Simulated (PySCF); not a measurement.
# H4SN−, a complex of two parts: interaction energy

One table from this session's results is given with a row withheld; the runs are named, their logs left out.

Computed with PySCF 2.14.0; each step states its level. No surroundings beyond the atoms listed, unless a continuum is named. Atoms count from 0, parts from 1.

## Starting point

6 atoms, charge -1, multiplicity 1; geometry: GFN2-xTB. Parts: 1 = atoms 0–3, `N`, charge 0; 2 = atoms 4–5, `[SH-]`, charge -1.

Set-up of the first run:

The job: settings as JSON, then the geometry in Å.

```
{"job": {"xc": "PBE0", "basis": "def2-TZVPD", "d3": "d3bj", "grid": 3, "kind": "geom", "shake": 0.01}, "charge": -1, "multiplicity": 1, "parts": [{"atoms": "0-3", "charge": 0, "multiplicity": 1}, {"atoms": "4-5", "charge": -1, "multiplicity": 1}]}
N     -0.020597    -0.181597     0.266615
H     -0.256894    -0.737840    -0.550152
H     -0.487413     0.746773     0.070739
H      1.017838     0.020589     0.187777
S      2.966406     0.572305    -0.501624
H      2.490250     1.788871    -0.823309
```

Launch:

```
$ OMP_NUM_THREADS=1 python cluster_run.py task.json out
```

This one command runs all jobs of the session in turn.

Among the steps run: Relaxing the molecule at PBE0-D3(BJ)/def2-TZVPD; Coupled-cluster interaction energy: CCSD(T) and MP2, 2.45 Å; Coupled-cluster interaction energy: CCSD(T) and MP2, 2.58 Å; Coupled-cluster interaction energy: CCSD(T) and MP2, 2.70 Å; Coupled-cluster interaction energy: CCSD(T) and MP2, 2.33 Å; Coupled-cluster interaction energy: CCSD(T) and MP2, 3.07 Å; Coupled-cluster interaction energy: CCSD(T) and MP2, 2.21 Å; Coupled-cluster interaction energy: CCSD(T) and MP2, 3.68 Å; Coupled-cluster interaction energy: CCSD(T) and MP2, 4.91 Å.

One table of the session follows, with a row left open; its other results are not shown here.

It belongs to the step «Coupled-cluster interaction energy: CCSD(T) and MP2, 4.91 Å». 

| method | interaction energy (kcal/mol) |
| --- | --- |
| HF/aug-cc-pVDZ | -2.46 |
| MP2/aug-cc-pVDZ | -2.49 |
| CCSD/aug-cc-pVDZ | ? |
| CCSD(T)/aug-cc-pVDZ | -2.46 |
| HF/aug-cc-pVQZ | -2.46 |
| MP2/aug-cc-pVQZ | -2.52 |
| SCS-MP2/aug-cc-pVQZ | -2.48 |
| MP2, extrapolated | -2.53 |
| CCSD(T), limit estimate | -2.49 |

Estimate the missing values for CCSD/aug-cc-pVDZ.

The run gave: interaction energy (kcal/mol): -2.45. In the column «interaction energy (kcal/mol)» it is the highest.
